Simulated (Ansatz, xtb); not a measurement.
BH2SF (SMILES FBS): the HOMO–LUMO gap, rung by rung

BH2SF: 5 atoms, total charge 0, spin state singlet. As SMILES, `FBS`. The coordinates come from a PBE0-D4/def2-TZVP relaxation. This is one conformer, not always the lowest.

```
atom    x (Å)    y (Å)    z (Å)
   F  -1.1191  -0.9059  -1.0692
   B  -0.4128  -0.3391  -0.1061
   S   0.9724   0.6986  -0.5794
   H  -0.7120  -0.5309   1.0337
   H   1.3214   1.0037   0.6796
```

Each level gives the HOMO–LUMO gap (eV). The values are calculated.

```csv
level,kind,program,value (eV),CPU time
GFN2-xTB,semi-empirical,xtb,4.40,under 2 s
HF/def2-SVPD,Hartree–Fock,Ansatz,13.05,2.1 s
SVWN5/def2-SVPD,LDA,Ansatz,5.35,3 s
BLYP/def2-SVPD,GGA,Ansatz,5.42,4.6 s
r2SCAN/def2-SVPD,meta-GGA,Ansatz,6.12,9.1 s
PBE0/def2-SVPD,global hybrid,Ansatz,7.63,4.6 s
CAM-B3LYP/def2-SVPD,range-separated hybrid,Ansatz,10.06,5.3 s
B2PLYP/def2-SVPD,double hybrid,Ansatz,9.97,7.3 s
```

The values span 4.40 to 13.05 eV. Orbital gaps aren't excitation energies, and those of double hybrids come from the SCF part alone; they tend to grow with the share of exact exchange. CPU times are rough (shared hosts, several kinds of processor and program).
